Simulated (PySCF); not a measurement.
Gas-phase reaction: 4 Al(CH₃)Cl₂ ⇌ 4 AlHCl₂ + C₄H₈ (cis-2-butene). Level: PBE0/def2-QZVP†; standard pressure 1 bar.

Computed with PySCF and rigid-rotor harmonic-oscillator thermochemistry at 1 bar. S°(298 K) at PBE0/def2-TZVP differs from the NASA 1993 table for C₄H₈ (cis-2-butene) (-6 J/mol/K); whether the harmonic model or the table's entry is off was not settled. † marks an energy on the PBE0/def2-TZVP geometry and frequencies. All species are closed-shell singlets. Methyl groups turn as free rotors in Al(CH₃)Cl₂. Al(CH₃)Cl₂, AlHCl₂: computed as isolated molecules; such fragments, hydroxides, amides, oligomers or adducts are transient or little studied in the gas. The harmonic model lacks anharmonicity and excited electronic states, which grow with temperature; levels with a mode under 35 cm⁻¹ are left out. Internal rotation in C₄H₈ (cis-2-butene) is treated as a harmonic vibration of one conformer, which makes the entropy rough.

| T (K) | 1000/T (1/K) | log10 K |
|---|---|---|
| 600 | 1.6667 | -18.88 |
| 800 | 1.2500 | -12.70 |
| 1000 | 1.0000 | -8.99 |
| 1200 | 0.8333 | -6.50 |
| 1400 | 0.7143 | ? |
| 1600 | 0.6250 | -3.36 |

Task: Fit log10 K = a + b·(1000/T) to the five rows, get the mean ΔH° and ΔS°, and predict log10 K at 1400 K.

Result: Means: 1000/T = 1.0750, log10 K = -10.086. Sums of products about the means: Sxy = -9.63650, Sxx = 0.647278, so b = Sxy/Sxx = -14.89 and a = -10.086 − (-14.89)×1.0750 = 5.92.
ΔH° = −R ln 10 × 1000 K × b = −19.145 × (-14.89) = 285 kJ; ΔS° = R ln 10 × a = 113 J/K. The run's own values go from 283 kJ and 111 J/K at 600 K to 290 kJ and 117 J/K at 1600 K.
Prediction at 1400 K: 5.92 + (-14.89)×0.7143 = -4.72. The computed value is -4.71, 0.01 from the line.
For scale, ΔH°(298 K) is 285 kJ at this level, 282 kJ at ωB97M-V/def2-TZVP†, and runs from 220 to 301 kJ over the 18 levels computed.
